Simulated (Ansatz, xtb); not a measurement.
# Ligand exchange: C3H7Cl + H2O → C3H8O + HCl

Species: C3H7Cl (1-chloropropane) `CCCCl`, singlet; H2O (water) `O`, singlet; C3H8O (1-propanol) `CCCO`, singlet; HCl (hydrogen chloride), singlet. The partners trade Cl for OH: C–Cl and H–OH bonds give way to C–OH and H–Cl.

Shapes, held fixed at every level: PBE0-D4/def2-TZVP. Flexible molecules stand in one conformer, not always the lowest. Programs: Ansatz 0.2.0, xtb 6.7.1. The zero-point and thermal change to 298 K, harmonic and unscaled (PBE0-D4/def2-TZVP), is -3.5 kJ/mol.

**What was measured.** Tabulated heats of formation (Active Thermochemical Tables, CRC Handbook of Chemistry and Physics): C3H7Cl -131.9 (CRC); H2O -241.8 (ATcT); C3H8O -255.1 (CRC); HCl -92.2 (ATcT) kJ/mol, which give ΔH(298 K) = +26.4 kJ/mol.

```csv
level,kind,ΔH (kJ/mol),computed − measured
GFN2-xTB,semi-empirical,+0.9,-25.5
HF/def2-SVP,Hartree–Fock,+1.6,-24.8
r2SCAN0-D4/def2-TZVPP,global hybrid,+24.4,-2.0
wB97M-V/def2-TZVPP,range-separated hybrid,+23.9,-2.5
B2PLYP/def2-TZVPP,double hybrid,+23.2,-3.3
MP2/def2-SVP,perturbation theory,+11.5,-15.0
CCSD(T)/def2-SVP,coupled cluster or CI,+6.0,-20.5
CCSD/def2-TZVPP,coupled cluster or CI,+20.9,-5.5
CCSD(T)/CBS estimate,coupled cluster or CI,+29.5,+3.0
```

Nearest: r2SCAN0-D4/def2-TZVPP (-2.0); farthest: GFN2-xTB (-25.5). 5 of 9 levels lie within 10 kJ/mol. The heats of C3H7Cl come from older tables and can be uncertain by 10 kJ/mol or more. The CBS estimate extrapolates MP2 from def2-TZVPP and def2-QZVPP and adds CCSD(T) − MP2 in the triple-zeta set, cores frozen.
